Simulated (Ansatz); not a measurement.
# BFH2: two geometries relaxed

Are the two ends of the reaction (reductive elimination) separate minima, and which lies lower? Each is relaxed from a guess. Meant to form: F2–H3; to break: B1–F2, B1–H3. The start is a guess near the saddle point, from which both ends are pulled out.

Method: RKS PBE/def2-TZVP, in Ansatz 0.2.0.

## Step 1: The system as given

Bond lengths: B1–F2 1.520 Å, B1–H4 1.190 Å. Angles: F2–B1–H4 155.3°.

Structure file:

```xyz
4

B     0.0000    0.0000    0.0000
F     0.8785    0.0000    1.2404
H     1.3883    0.0000    0.0683
H    -1.0305    0.0000   -0.5950
```

## Step 2: Pulling towards end A

Springs on the bonds that form and break draw the guess towards this end; the thresholds are loose.

File input.yaml:

```yaml
crystal:
  periodic: [false, false, false]
  atoms:
    - { symbol: B, position_ang: [0.0, 0.0, 0.0] }
    - { symbol: F, position_ang: [0.8785, 0.0, 1.2404] }
    - { symbol: H, position_ang: [1.3883, 0.0, 0.0683] }
    - { symbol: H, position_ang: [-1.0305, 0.0, -0.595] }
basis:
  gaussian: { orbitals: def2-TZVP }
hamiltonian:
  xc: pbe
relax:
  f_tol: 0.15
  max_steps: 25
  restrain:
    - { distance: [1, 2], at: 2.12, k: 30.0 }
    - { distance: [0, 1], at: 1.32, k: 30.0 }
    - { distance: [0, 2], at: 1.19, k: 30.0 }
output:
  orbitals: {}
```

Run with:

```
ansatz run input.yaml --threads 1 --pin off --max-ram 2048MiB --backend cpu --events-out ev --progress --plain --runs-dir out
```

Log (excerpt; [...] marks lines left out):

```text
Warning: RAYON_NUM_THREADS=1 ignored (pool sized by the plan → 1); use --threads N
[...]
Functional definition: PBE
[...]
413 factors; their error is unknown
[...]
mean field -3419.34546735 eV, -125.6586282095 hartree, gradient 3.0e-5 eV, S^2 0.000000; 0 other end points of the search recorded, 0 dependent functions left out
[...]
reference -3419.34550237 eV, -125.6586294963 hartree; 8, 8 occupied and 66, 66 virtual orbitals, 413 factors
relax step   1: F+E_penalty+E_count = -3419.34546735 eV  Δ(F+E_penalty+E_count) = +0.000e0 eV  max|allowed force component| = 6.324e0 eV/Å  E_restraint = 11.82999110 eV  max|allowed force component, restraints' pulls added| = 2.882e1 eV/Å  Δτ_max = 0.0000 Å  (26 SCF iters, accepted)
[...]
relax step   4: F+E_penalty+E_count = -3424.03979300 eV  Δ(F+E_penalty+E_count) = -5.005e-1 eV  max|allowed force component| = 3.291e-1 eV/Å  E_restraint = 0.00810597 eV  max|allowed force component, restraints' pulls added| = 7.295e-1 eV/Å  Δτ_max = 0.1672 Å  (33 SCF iters, accepted)
[...]
relax step   5: F+E_penalty+E_count = -3424.04382370 eV  Δ(F+E_penalty+E_count) = -4.031e-3 eV  max|allowed force component| = 3.749e-1 eV/Å  E_restraint = 0.00146870 eV  max|allowed force component, restraints' pulls added| = 7.999e-2 eV/Å  Δτ_max = 0.0313 Å  (28 SCF iters, accepted)
  distance F 1 - H 2 = 2.1292 Å
  distance B 0 - F 1 = 1.3228 Å
  distance B 0 - H 2 = 1.1924 Å
413 factors; their error is unknown
[...]
mean field -3424.04382370 eV, -125.8312896208 hartree, gradient 2.8e-5 eV, S^2 0.000000; 1 other end points of the search recorded, 0 dependent functions left out
[...]
reference -3424.04385668 eV, -125.8312908327 hartree; 8, 8 occupied and 66, 66 virtual orbitals, 413 factors
Total energy: -3424.04385668 eV, -125.8312908327 hartree
Atom 0 at     0.303251    -0.000000     0.115467 Å, force    -0.062677     0.000000     0.002701 eV/Å
Atom 1 at     0.374001     0.000000     1.436378 Å, force    -0.084732    -0.000000     0.374855 eV/Å
Atom 2 at     1.349731     0.000000    -0.456076 Å, force     0.163498    -0.000000    -0.297562 eV/Å
Atom 3 at    -0.790683     0.000000    -0.382069 Å, force    -0.016090    -0.000000    -0.079993 eV/Å
Dipole moment:    -0.009823     0.000000    -0.132088 e Å
```

Run time: 2.8 s. Hardware: 1 thread of Intel Xeon 6975P-C (Granite Rapids), shared host; peak memory 0.12 GiB.

Relaxation path:

```csv
step,energy from step 1 (eV),largest force component (eV/Å)
1,0.0000,6.3236
2,-2.5117,4.7355
3,-4.1938,2.9197
4,-4.6943,0.3291
5,-4.6984,0.3749
```

Step 1 is the start. Energies and forces in the table leave out the springs, which the log lists apart; the run stops on the force with the springs' pull added.

After: Bond lengths: B1–F2 1.323 Å, B1–H3 1.192 Å, B1–H4 1.202 Å. Angles: F2–B1–H3 115.6°, F2–B1–H4 117.5°, H3–B1–H4 126.9°.

Pairs that crossed the distance rule for bonds on the way: came closer B1–H3.

## Step 3: End point A

It starts where the restrained run ended.

File input.yaml:

```yaml
crystal:
  periodic: [false, false, false]
  atoms:
    - { symbol: B, position_ang: [0.303251, 0.0, 0.115467] }
    - { symbol: F, position_ang: [0.374001, 0.0, 1.436378] }
    - { symbol: H, position_ang: [1.349731, 0.0, -0.456076] }
    - { symbol: H, position_ang: [-0.790683, 0.0, -0.382069] }
basis:
  gaussian: { orbitals: def2-TZVP }
hamiltonian:
  xc: pbe
relax:
  f_tol: 0.03
  max_steps: 50
```

Run with:

```
ansatz run input.yaml --threads 1 --pin off --max-ram 2048MiB --backend cpu --events-out ev --progress --plain --runs-dir out
```

Log (excerpt; [...] marks lines left out):

```text
Warning: RAYON_NUM_THREADS=1 ignored (pool sized by the plan → 1); use --threads N
[...]
[... 1 set-up line as earlier in the session ...]
[...]
413 factors; their error is unknown
[...]
mean field -3424.04382407 eV, -125.8312896343 hartree, gradient 8.8e-6 eV, S^2 0.000000; 0 other end points of the search recorded, 0 dependent functions left out
[...]
reference -3424.04385701 eV, -125.8312908449 hartree; 8, 8 occupied and 66, 66 virtual orbitals, 413 factors
relax step   1: F+E_penalty+E_count = -3424.04382407 eV  Δ(F+E_penalty+E_count) = +0.000e0 eV  max|allowed force component| = 3.748e-1 eV/Å  Δτ_max = 0.0000 Å  (24 SCF iters, accepted)
[...]
relax step   2: F+E_penalty+E_count = -3424.05004796 eV  Δ(F+E_penalty+E_count) = -6.224e-3 eV  max|allowed force component| = 1.044e-1 eV/Å  Δτ_max = 0.0152 Å  (28 SCF iters, accepted)
[...]
relax step   3: F+E_penalty+E_count = -3424.05071439 eV  Δ(F+E_penalty+E_count) = -6.664e-4 eV  max|allowed force component| = 4.505e-3 eV/Å  Δτ_max = 0.0071 Å  (29 SCF iters, accepted)
413 factors; their error is unknown
[...]
mean field -3424.05071439 eV, -125.8315428490 hartree, gradient 3.1e-5 eV, S^2 0.000000; 1 other end points of the search recorded, 0 dependent functions left out
[...]
reference -3424.05074725 eV, -125.8315440567 hartree; 8, 8 occupied and 66, 66 virtual orbitals, 413 factors
Total energy: -3424.05074725 eV, -125.8315440567 hartree
Atom 0 at     0.306846    -0.000000     0.125455 Å, force    -0.001532    -0.000000     0.004504 eV/Å
Atom 1 at     0.363677     0.000000     1.453586 Å, force     0.000293     0.000000    -0.004145 eV/Å
Atom 2 at     1.348629     0.000000    -0.478357 Å, force     0.001814     0.000000    -0.000266 eV/Å
Atom 3 at    -0.782852     0.000000    -0.386985 Å, force    -0.000575     0.000000    -0.000094 eV/Å
Dipole moment:    -0.005662    -0.000000    -0.133285 e Å
```

Run time: 2.4 s. Hardware: 1 thread of Intel Xeon 6975P-C (Granite Rapids), shared host; peak memory 0.11 GiB.

The steps of the relaxation:

```csv
step,energy from step 1 (eV),largest force component (eV/Å)
1,0.0000,0.3748
2,-0.0062,0.1044
3,-0.0069,0.0045
```

Step 1 is the start.

After: Bond lengths: B1–F2 1.329 Å, B1–H3 1.204 Å, B1–H4 1.204 Å. Angles: F2–B1–H3 117.6°, F2–B1–H4 117.6°, H3–B1–H4 124.7°.

## Step 4: A restrained relaxation towards end B

Springs on the bonds that form and break draw the guess towards this end; the thresholds are loose.

File input.yaml:

```yaml
crystal:
  periodic: [false, false, false]
  atoms:
    - { symbol: B, position_ang: [0.0, 0.0, 0.0] }
    - { symbol: F, position_ang: [0.8785, 0.0, 1.2404] }
    - { symbol: H, position_ang: [1.3883, 0.0, 0.0683] }
    - { symbol: H, position_ang: [-1.0305, 0.0, -0.595] }
basis:
  gaussian: { orbitals: def2-TZVP }
hamiltonian:
  xc: pbe
relax:
  f_tol: 0.15
  max_steps: 25
  restrain:
    - { distance: [1, 2], at: 0.92, k: 30.0 }
    - { distance: [0, 1], at: 2.52, k: 30.0 }
    - { distance: [0, 2], at: 2.39, k: 30.0 }
output:
  orbitals: {}
```

Run with:

```
ansatz run input.yaml --threads 1 --pin off --max-ram 2048MiB --backend cpu --events-out ev --progress --plain --runs-dir out
```

Log (excerpt; [...] marks lines left out):

```text
Warning: RAYON_NUM_THREADS=1 ignored (pool sized by the plan → 1); use --threads N
[...]
[... 1 set-up line as earlier in the session ...]
[...]
413 factors; their error is unknown
[...]
mean field -3419.34546735 eV, -125.6586282095 hartree, gradient 3.0e-5 eV, S^2 0.000000; 0 other end points of the search recorded, 0 dependent functions left out
[...]
reference -3419.34550237 eV, -125.6586294963 hartree; 8, 8 occupied and 66, 66 virtual orbitals, 413 factors
relax step   1: F+E_penalty+E_count = -3419.34546735 eV  Δ(F+E_penalty+E_count) = +0.000e0 eV  max|allowed force component| = 6.324e0 eV/Å  E_restraint = 31.92534720 eV  max|allowed force component, restraints' pulls added| = 4.098e1 eV/Å  Δτ_max = 0.0000 Å  (26 SCF iters, accepted)
[...]
  distance F 1 - H 2 = 0.9342 Å
  distance B 0 - F 1 = 2.5203 Å
  distance B 0 - H 2 = 2.3809 Å
413 factors; their error is unknown
[...]
mean field -3418.87972068 eV, -125.6415123353 hartree, gradient 1.4e-5 eV, S^2 0.000000; 1 other end points of the search recorded, 0 dependent functions left out
[...]
reference -3418.87975250 eV, -125.6415135043 hartree; 8, 8 occupied and 66, 66 virtual orbitals, 413 factors
Total energy: -3418.87975250 eV, -125.6415135043 hartree
Atom 0 at    -0.235639    -0.000000    -0.829389 Å, force     0.154715     0.000000     0.142228 eV/Å
Atom 1 at     1.129277     0.000000     1.289320 Å, force    -0.324889     0.000000     0.375509 eV/Å
Atom 2 at     1.703320    -0.000000     0.552320 Å, force     0.112475    -0.000000    -0.521319 eV/Å
Atom 3 at    -1.360658    -0.000000    -0.298550 Å, force     0.057700    -0.000000     0.003582 eV/Å
Dipole moment:    -0.037764    -0.000000    -0.055990 e Å
```

Run time: 5.2 s. Hardware: 1 thread of Intel Xeon 6975P-C (Granite Rapids), shared host; peak memory 0.13 GiB.

Step by step:

```csv
step,energy from step 1 (eV),largest force component (eV/Å)
1,0.0000,6.3236
2,1.8988,9.9876
3,2.8381,11.0110
4,1.3982,6.2631
5,0.6629,0.8859
6,0.5346,0.4371
7,0.4854,0.6328
8,0.4811,0.8968
9,0.4657,0.5213
```

Step 1 is the start. Energies and forces in the table leave out the springs, which the log lists apart; the run stops on the force with the springs' pull added.

After: Bond lengths: F2–H3 0.934 Å, B1–H4 1.244 Å.

Pairs that crossed the distance rule for bonds on the way: came closer F2–H3; moved apart B1–F2.

## Step 5: Relaxing end B

It starts where the restrained run ended.

File input.yaml:

```yaml
crystal:
  periodic: [false, false, false]
  atoms:
    - { symbol: B, position_ang: [-0.235639, 0.0, -0.829389] }
    - { symbol: F, position_ang: [1.129277, 0.0, 1.28932] }
    - { symbol: H, position_ang: [1.70332, 0.0, 0.55232] }
    - { symbol: H, position_ang: [-1.360658, 0.0, -0.29855] }
basis:
  gaussian: { orbitals: def2-TZVP }
hamiltonian:
  xc: pbe
relax:
  f_tol: 0.03
  max_steps: 50
output:
  orbitals: {}
```

Run with:

```
ansatz run input.yaml --threads 1 --pin off --max-ram 2048MiB --backend cpu --events-out ev --progress --plain --runs-dir out
```

Log (excerpt; [...] marks lines left out):

```text
Warning: RAYON_NUM_THREADS=1 ignored (pool sized by the plan → 1); use --threads N
[...]
[... 1 set-up line as earlier in the session ...]
[...]
413 factors; their error is unknown
[...]
mean field -3418.87972194 eV, -125.6415123814 hartree, gradient 1.9e-5 eV, S^2 0.000000; 0 other end points of the search recorded, 0 dependent functions left out
[...]
reference -3418.87975364 eV, -125.6415135464 hartree; 8, 8 occupied and 66, 66 virtual orbitals, 413 factors
relax step   1: F+E_penalty+E_count = -3418.87972194 eV  Δ(F+E_penalty+E_count) = +0.000e0 eV  max|allowed force component| = 5.213e-1 eV/Å  Δτ_max = 0.0000 Å  (26 SCF iters, accepted)
[...]
relax step   4: F+E_penalty+E_count = -3419.01948955 eV  Δ(F+E_penalty+E_count) = +4.265e-2 eV  max|allowed force component| = 2.037e0 eV/Å  Δτ_max = 0.1950 Å  (37 SCF iters, rejected (line search))
[...]
relax step  15: F+E_penalty+E_count = -3424.05069575 eV  Δ(F+E_penalty+E_count) = -3.787e-4 eV  max|allowed force component| = 1.858e-2 eV/Å  Δτ_max = 0.0040 Å  (29 SCF iters, accepted)
413 factors; their error is unknown
mean field -3424.05069575 eV, -125.8315421638 hartree, gradient 3.1e-5 eV, S^2 0.000000; 1 other end points of the search recorded, 0 dependent functions left out
[...]
reference -3424.05072840 eV, -125.8315433636 hartree; 8, 8 occupied and 66, 66 virtual orbitals, 413 factors
Total energy: -3424.05072840 eV, -125.8315433636 hartree
Atom 0 at     0.300563     0.000001     0.126498 Å, force    -0.002830    -0.000000    -0.018581 eV/Å
Atom 1 at     0.515282    -0.000000     1.438193 Å, force    -0.000162    -0.000000     0.000696 eV/Å
Atom 2 at     1.263466    -0.000000    -0.597853 Å, force    -0.012011     0.000000     0.010964 eV/Å
Atom 3 at    -0.843011    -0.000000    -0.253136 Å, force     0.015003     0.000000     0.006921 eV/Å
Dipole moment:    -0.021488    -0.000000    -0.131196 e Å
```

It took 6.8 s on 1 thread of Intel Xeon 6975P-C (Granite Rapids), shared host; peak memory 0.13 GiB.

The steps of the relaxation:

```csv
step,energy from step 1 (eV),largest force component (eV/Å)
1,0.0000,0.5213
2,-0.0814,0.3533
3,-0.1824,0.5194
4x,-0.1398,2.0375
5,-0.2304,0.3402
6,-0.2721,1.0409
7,-0.3805,3.3560
8,-1.1756,8.0887
9,-2.7915,5.0213
10,-4.3424,2.8070
11,-4.7004,2.9201
12,-5.1566,0.3494
13x,-4.5521,6.1024
14,-5.1706,0.0876
15,-5.1710,0.0186
```

Step 1 is the start. 2 steps were tried and not accepted (4, 13; marked x where the table lists them).

After: Bond lengths: B1–F2 1.329 Å, B1–H3 1.205 Å, B1–H4 1.205 Å. Angles: F2–B1–H3 117.7°, F2–B1–H4 117.7°, H3–B1–H4 124.7°.

Pairs that crossed the distance rule for bonds on the way: came closer B1–F2, B1–H3; moved apart F2–H3.

## Step 6: Summary of results

```
                           quantity                     value
                              end A   2 moves, 0.007 eV lower
                              end B  12 moves, 5.171 eV lower
largest difference between the ends                    0.00 Å
            end B relative to end A                 +0.000 eV
```

What this shows: The two relaxations end at one structure, within 0.00 Å: no second minimum was found from this start, which doesn't rule one out.
